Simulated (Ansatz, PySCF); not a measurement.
Reaction: C2H7N (ethanamine, SMILES CCN) → C2H5 (SMILES [CH2]C, doublet) + NH2 (SMILES [NH2], doublet) (the C-N bond breaks)
Each species at its own B3LYP-D3(BJ)/def2-TZVP minimum (Ansatz, a program for electronic structure), one conformer.

Total energies in hartree (Ansatz). Open shells are spin-unrestricted; no spin-orbit coupling. Correlated methods leave the cores frozen. No relativity.

```csv
species,HF/cc-pVTZ,CCSD(T)/cc-pVTZ,HF/cc-pVQZ,CCSD(T)/cc-pVQZ,CCSD(T)/cc-pVDZ,CCSDT(Q)/cc-pVDZ
1: C2H7N (SMILES CCN),-134.30393,-134.93930,-134.31373,-134.98187,-134.78754,-134.78911
"2: C2H5 (SMILES C[CH2], doublet)",-78.62785,-79.00245,-78.63306,-79.02569,-78.91562,-78.91668
"3: NH2 (SMILES [NH2], doublet)",-55.58579,-55.79359,-55.59045,-55.81078,-55.73272,-55.73328
```

**Question.** Work out the bond dissociation energy (enthalpy at 298 K, ideal-gas terms from PySCF's Hessians at B3LYP-D3(BJ)/def2-TZVP) in kcal/mol: take Hartree-Fock from cc-pVQZ, extrapolate the CCSD(T) correlation energy as X^-3 (X = 3, 4), and add CCSDT(Q) - CCSD(T) in cc-pVDZ. The further terms named in the bracket sum to -0.01103 hartree. 1 hartree = 627.51 kcal/mol.

**Answer.** 
Species 1: correlation (64·(-0.66814) - 27·(-0.63537))/37 = -0.69205; step -0.00157; E1 = -134.31373 + (-0.69205) + (-0.00157) = -135.00735
Species 2: correlation (64·(-0.39263) - 27·(-0.37460))/37 = -0.40579; step -0.00106; E2 = -78.63306 + (-0.40579) + (-0.00106) = -79.03991
Species 3: correlation (64·(-0.22033) - 27·(-0.20780))/37 = -0.22947; step -0.00056; E3 = -55.59045 + (-0.22947) + (-0.00056) = -55.82048
-1·E1 +1·E2 +1·E3 -0.01103 = 0.13593 hartree = 85.3 kcal/mol. From measured enthalpies of formation at 298 K: 85.3 kcal/mol (G2/97 table in ASE (Curtiss et al.)). The calculations leave out spin-orbit terms. The composite differs from it by +0.0 kcal/mol; core, relativistic and spin-orbit terms are not in it.
